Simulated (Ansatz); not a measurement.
System: triplet methylene, CH₂, net charge 0, triplet state. SMILES: [CH2]
Geometry from a B3LYP-D3(BJ)/def2-TZVP (Ansatz, an electronic-structure program) optimisation:
```
C
H 1 1.0782
H 1 1.0782 2 135.03
```
Charge 0, spin multiplicity 3.

Wanted: atomisation energy, in kcal/mol. Terms: non-relativistic; open shells spin-unrestricted; valence correlation only; spin-orbit terms left out; atomisation electronic, to ground-state atoms; no dispersion term unless named; 6-31G* and kin with 6d, 5d where marked. CBS marks a two-point X^-3 extrapolation of the correlation energy; Hartree-Fock from the larger set (for Q and 5 zeta extrapolated as (X+1)exp(-9√X)). First-principles rows: single points at B3LYP-D3(BJ) geometries (Ansatz).

```tsv
species	coefficient	E at B3LYP/6-31G* (Ansatz), Eh	E at PBE/def2-TZVPD (Ansatz), Eh
[CH2] (CH2) (triplet)	-1	-39.14996	-39.10493
C atom	+1	-37.84628	-37.79605
H atom	+2	-0.50027	-0.49962
```

Coupled cluster (Ansatz) is a level with limits of its own, used here on species with T1 under 0.025 (0.045 for open shells) and stable references: CCSD(T)/CBS(cc-pVQZ,cc-pV5Z). Value to compare with, CCSD(T)/CBS(cc-pVQZ,cc-pV5Z) (Ansatz): 189.9 kcal/mol. 1 Eh = 627.5095 kcal/mol.

Problem. Work the quantity out at each level, and compare with CCSD(T)/CBS(cc-pVQZ,cc-pV5Z) (Ansatz).

Solution. 
- B3LYP/6-31G*: the sum of coefficient times E is 0.30314 Eh, or 190.22 kcal/mol. Result: 190.2 kcal/mol. Its difference against CCSD(T)/CBS(cc-pVQZ,cc-pV5Z) (Ansatz) is 0.3 kcal/mol.
- PBE/def2-TZVPD: the sum of coefficient times E is 0.30964 Eh, or 194.30 kcal/mol. Result: 194.3 kcal/mol. Its difference against CCSD(T)/CBS(cc-pVQZ,cc-pV5Z) (Ansatz) is 4.4 kcal/mol.
